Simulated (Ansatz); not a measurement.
System: 2H WS2. Method: PBEsol (PAW; Ansatz, a program for electronic structure).

Numerical settings: plane-wave cutoff 500 eV, 12×12×4 k mesh (along the axes of the cell as run), gaussian smearing 0.02 eV, no spin polarisation, scalar-relativistic PAW data made under PBE.

Cell (relaxed at this level):

Space group P6₃/mmc (No. 194); a = b = 3.1461 Å, c = 12.7006 Å, α = β = 90.00°, γ = 120.00°

| atom | site | symmetry | x | y | z |
|---|---|---|---|---|---|
| W | 2c | -6m2 | 0.3333 | 0.6667 | 0.2500 |
| S | 4f | 3m. | 0.6667 | 0.3333 | 0.1266 |

Predict the band gap.


- band gap = 1.10 eV (on the SCF k mesh)

Measured, for comparison: band gap 1.35 eV (room temperature, not corrected to a static lattice, bulk 2H; as tabulated in Bastos et al. (2019), arXiv:1903.08112).

Note: the cell comes from a level without a dispersion term, which matters for the spacing of layers, chains or molecules; the cell has widely spaced layers and the level no dispersion term, so their spacing and the moduli can rest on weak binding.

Spin–orbit coupling is not included.

Static lattice: no zero-point or thermal effects.

Cost on a shared machine: very roughly 5 core-minutes.
